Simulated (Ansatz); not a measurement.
System: rutile SnO2. Method: r²SCAN (plane waves, PAW; Ansatz, a first-principles code).

Settings: plane-wave cutoff 560 eV, 8×8×10 k mesh (along the axes of the cell as run), Fermi–Dirac smearing 0.01 eV, scalar-relativistic PAW data made under PBE.

Cell (measured lattice):

```yaml
crystal:
  lattice:
    - [4.73735, 0.00000, 0.00000]
    - [0.00000, 4.73735, 0.00000]
    - [0.00000, 0.00000, 3.18640]
  atoms:
    - { symbol: Sn, position: [0.00000, 0.00000, 0.00000] }
    - { symbol: Sn, position: [0.50000, 0.50000, 0.50000] }
    - { symbol: O, position: [0.30577, 0.30577, 0.00000] }
    - { symbol: O, position: [0.80577, 0.19423, 0.50000] }
    - { symbol: O, position: [0.19423, 0.80577, 0.50000] }
    - { symbol: O, position: [0.69423, 0.69423, 0.00000] }
```

### Question
Predict the band gap.

### Answer

- band gap: 1.93 eV

Measured, for comparison: band gap 3.81 eV (zero-point renormalisation of 215 meV (computed, non-adiabatic AHC, without the lattice-expansion part) added back here to the 1.8 K gap of; inputs from Miglio et al. (2020), arXiv:2011.12765).

Note: cell and atoms aren't relaxed at this level (pressure 3.1 GPa).

Spin–orbit coupling is not included.

The computed numbers hold no vibrational or temperature effects.

The result took about 40 core-seconds (a rough figure).
